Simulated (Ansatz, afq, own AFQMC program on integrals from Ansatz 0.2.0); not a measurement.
AFQMC on a folder of integrals that Ansatz 0.2.0 wrote.

```yaml
crystal:
  periodic: [false, false, false]
  atoms:
    - {symbol: Si, position_ang: [0.000000, 0.000000, 0.000000]}
    - {symbol: Si, position_ang: [0.000000, 0.000000, 5.983000]}
basis:
  gaussian: {orbitals: 6-31G}
magnetization: {spin_polarized: false, initial_magnetization: 2}
correlation: {method: ccsd_t, electrons: outside_noble_gas, hamiltonian_folder: ham}
```

```sh
$ ansatz run in.yaml --threads 1 --pin off --events-out ev --progress --plain --max-ram 24576MiB --backend cuda --devices 0, --max-vram 18GiB
```

afq runs on the folder ham with

```
--method phaseless --trial cisd --walkers 4000 --populations 20 --least-time 60 --time-step 0.005 --steps-per-block 50 --equilibration-blocks 40 --max-blocks 4000 --target-error 0.00034 --factor-cut 1e-05 --start spin_pure --seed 4594 --release-times 0.24,0.51,0.99,1.62,2.4 --release-step 0.03 --release-every 3 --taylor-order 6
```

Times are imaginary, in 1/Eh. The walk had a cap of 122 s. With eight or more populations the least sampling time is a fifth of least-time, and the error comes from their spread.

Log:

```
orbitals 16  electrons 5 3  factors 61 of 280
reference energy -577.51000815 Eh
CCSD correlation -0.18688348 Eh in 26 cycles, weight of the determinant in the CISD state 0.2800
energy of the start -577.696869 Eh
 block  time / (1/Eh)  mean weight  energy / Eh
     1     0.250  0.9999  -577.694525
     2     0.500  1.0000  -577.693347
     3     0.750  0.9999  -577.692817
     4     1.000  0.9999  -577.692756
     5     1.250  1.0000  -577.693134
    10     2.500  1.0000  -577.695083
    17     4.250  1.0000  -577.697744
    19     4.750  1.0000  -577.698242
    29     7.250  1.0001  -577.700032
    39     9.750  1.0001  -577.700152
    49    12.250  1.0000  -577.701515
    59    14.750  1.0000  -577.701367
    69    17.250  1.0001  -577.701214
    79    19.750  0.9999  -577.701465
    89    22.250  0.9999  -577.701621
    99    24.750  1.0000  -577.703114
error from the spread of 20 populations
released: time / (1/Eh)  energy / Eh  error  mean overlap
  0.24  -577.701527  0.000243  0.9987
  0.51  -577.701934  0.000242  0.9974
  0.99  -577.702247  0.000203  0.9973
  1.62  -577.702817  0.000429  0.9987
  2.40  -577.702734  0.000216  1.0018
energy -577.701351 +/- 0.000233 Eh
(rows thinned)
```

The run passed its tests (sampling time, drift between the halves within three errors, error under three times the target), which doesn't prove that it has relaxed.

Against this walk (error 6.3 meV) on the same determinant: CCSD(T) 565.5 meV lower, full CI (a separate run on its own orbitals, whose frozen core shifts it by up to a few meV) 88.6 meV lower. The error is statistical and leaves out the bias of the constraint. Released to 2.40 1/Eh the energy lies 38 ± 9 meV (both errors) below the phaseless value, which shows part or all of the bias of the constraint, and full CI lies 50.9 meV below the released value. Full CI is exact here, so the walk's 89 meV above it is the walk's own error: the bias of the constraint with this trial. The determinant is a poor start (see the cautions), so the low cluster orders aren't to be relied on, and full CI is the sure value.

Cautions: constraint bias not in the error; amplitudes from another CCSD root; lower spins were not checked; a spin-contaminated unrestricted determinant lies lower (UHF 3.46 eV lower, ⟨S²⟩ 3.00); the search met a lower determinant of the same kind, perhaps of another symmetry (2.41 eV lower), and this one is a saddle point; strong correlation (T1 0.355, weight of the determinant 0.28, largest double 1.62); (T) is large, 11 % of the CCSD correlation; CCSD(T) is in doubt: in a space of 8 electrons in 9 natural orbitals full CI lies 223 meV above it; the released energy hasn't reached full CI (51 meV above it at 2.40 1/Eh); the next higher spin lies close (within 5 meV by full CI); trial from another cluster root; full CI with its own frozen core.

The walk took 40 s on 1 × NVIDIA H100 80GB HBM3 with 2 threads of AMD EPYC 7R13 Processor (Zen 3) (shared host) (the card was shared). The log's last line is the phaseless energy.
